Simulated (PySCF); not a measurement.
# Neon: a sound run and one with changed settings

Sound run: Ne [Ne], Ne⁺ [He] 2s2 2p5. Calculation: PySCF 2.14, in aug-cc-pVDZ (4s3p2d, 23 functions); no relativity, point nucleus. In the sound run the correlated levels freeze 1s2. The sound run starts from symmetry-adapted Hartree-Fock orbitals and uses a fine grid where one is needed.

Changed run: initial guess atom, at most 50 SCF cycles.

```tsv
species	method	sound run (hartree)	changed run (hartree)	converged
Ne	UHF	-128.49635	-128.49635	yes
Ne	MN15	-128.84281	-128.84281	yes
Ne	CCSD(T)	-128.70929	-128.70929	yes
Ne⁺	PBE0	-128.02789	-128.02789	yes
Ne⁺	MP2	-127.90903	-127.90903	yes
```

Here the plain start reaches the same solutions.
